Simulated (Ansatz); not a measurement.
**Which is lower?**

Two relaxed structures of C2H5N, singlet (PBE0-D4/def2-TZVP; forces vanish, vibrations not checked).

A:

C1  (-0.820, 0.764, -0.776)
N2  (0.356, 0.258, -0.563)
C3  (0.654, -0.597, 0.570)
H4  (1.159, 0.421, -1.171)
H5  (-0.740, 1.365, -1.703)
H6  (-0.264, -0.706, 1.143)
H7  (0.999, -1.577, 0.229)
H8  (1.432, -0.148, 1.193)
(Å)

B:

```
8
angstrom
C -0.7103 0.7486 -0.7893
N 0.4460 0.3134 -0.5584
C 0.6237 -0.5640 0.5681
H -1.5852 0.4922 -0.1739
H -0.8726 1.4138 -1.6369
H -0.3029 -0.7592 1.1277
H 1.0362 -1.5141 0.2180
H 1.3651 -0.1306 1.2447
```

Computed with Ansatz 0.2.0 (basis: def2-TZVPP); correlated methods freeze the cores. B3LYP uses VWN-RPA correlation.

(1) Which structure is lower at CCSD(T), and by how much? (An estimate is asked for; the value comes from the calculation.)

The T1 diagnostic stays at or below 0.016.

Answers

(1) Computed: B, by 146.8 kJ/mol (electronic energy, against the other). By their contacts, A is C₂H₅N ([CH][NH][CH3]) and B is C₂H₅N (C=NC).

All methods give the same order:

```json
{"method": "PBE-D4", "E(B) − E(A) (kJ/mol)": "-147.7"}
{"method": "r2SCAN-D4", "E(B) − E(A) (kJ/mol)": "-148.7"}
{"method": "PBE0-D4", "E(B) − E(A) (kJ/mol)": "-145.5"}
{"method": "B3LYP-D4", "E(B) − E(A) (kJ/mol)": "-144.8"}
{"method": "wB97M-V", "E(B) − E(A) (kJ/mol)": "-138.7"}
{"method": "HF", "E(B) − E(A) (kJ/mol)": "-130.4"}
{"method": "MP2", "E(B) − E(A) (kJ/mol)": "-156.7"}
{"method": "CCSD", "E(B) − E(A) (kJ/mol)": "-144.5"}
{"method": "CCSD(T)", "E(B) − E(A) (kJ/mol)": "-146.8"}
```

Labels in which every atom is bracketed show which atoms are joined, not bond orders.

For scale, one of the runs: CCSD(T)/def2-TZVPP, 163 basis functions, launched by `ansatz run in.yaml --threads 2 --pin off --events-out ev --progress --plain --max-ram 4352MiB`. Time: 25 s of wall clock on 2 CPU threads of an Arm Neoverse V2; the host was shared. Peak host memory: 1.3 GiB.
